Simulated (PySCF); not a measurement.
A thermochemical cycle for OH

MP2 in PySCF with def2-TZVPPD on every atom, for the lowest determinant that a PBE0 search found; no spin–orbit coupling. OH, a doublet (π ↑), has De = 4.53 eV to neutral atoms, and OH⁺, a triplet (π ↑↑), has De = 5.22 eV to H⁺ + O.

At the same level the H atom ionises at 13.60 eV.

Task: What is the adiabatic ionisation energy of the molecule, and does ionisation strengthen or weaken the bond?

Result: IE = IE(H) + De(neutral) − De(ion) = 13.60 + 4.53 − 5.22 = 12.91 eV. De changes by +0.69 eV, so ionisation strengthens the bond.

Correlated steps freeze 1 core orbital. For an ion De counts to the pair picked by the measured ionisation energies or electron affinities, which need not be the lowest pair at this level. States were picked by a PBE0 search and need not be the measured ground states.
